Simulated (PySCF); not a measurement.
Species: C3H4N2S.
SMILES with atom numbers: `[NH2:1][c:2]1[cH:3][n:4][s:5][cH:6]1` (hydrogens: H7, H8 on N1; H9 on C3; H10 on C6)

Method used: PBE0-D3(BJ)/def2-SVP geometry optimisation, gas phase in PySCF 2.14.0.

**Question.** What internal coordinates does the optimisation give?

**Answer.** 
| bond | length (bohr) |
| --- | --- |
| N1–C2 | 2.614 |
| C2–C3 | 2.710 |
| C3–N4 | 2.475 |
| N4–S5 | 3.119 |
| S5–C6 | 3.241 |
| C2–C6 | 2.606 |
| N1–H7, N1–H8 | 1.913 |
| C3–H9 | 2.070 |
| C6–H10 | 2.059 |

Bonds in one row agree within 0.02 bohr and their mean is given. A selection of angles:
| angle | degrees |
| --- | --- |
| C2–N1–H7 | 114.9 |
| H7–N1–H8 | 111.7 |
| N1–C2–C3 | 123.6 |
| N1–C2–C6 | 127.4 |
| C3–C2–C6 | 109.0 |
| C2–C3–N4 | 117.1 |
| C2–C3–H9 | 123.9 |
| N4–C3–H9 | 119.0 |
| C3–N4–S5 | 109.6 |
| N4–S5–C6 | 95.0 |
| S5–C6–H10 | 122.6 |
| C2–C6–S5 | 109.3 |
| C2–C6–H10 | 128.1 |

The 6 heavy atoms lie in one plane (0.015 Å rms). The 5-membered ring C2–C3–N4–S5–C6 has internal angles of 95.0° to 117.1° (sum 540°, against 540° for a flat polygon); it is planar, 0.00 Å rms from its mean plane, widest ring torsion 0°. The 2 C–N bonds span 1.310 Å (C3–N4, aromatic) to 1.383 Å (N1–C2, drawn single), a spread of 0.073 Å. N1 (aniline-type nitrogen) is pyramidal (angles 115.4°, 114.9° and 111.7°, sum 342.0°, 0.28 Å off the plane of its three neighbours). The 2 C–C bonds span 1.379 Å (C2–C6, aromatic) to 1.434 Å (C2–C3, aromatic), a spread of 0.055 Å.

Point group: near Cs, missed by 0.39 Å at most; the miss may be what the optimiser left on a soft mode. Stationary, but not proved a minimum.

On one thread of an Arm Neoverse V2, no GPU (shared host), this took 19 s of wall time. These figures are those of the optimisation.
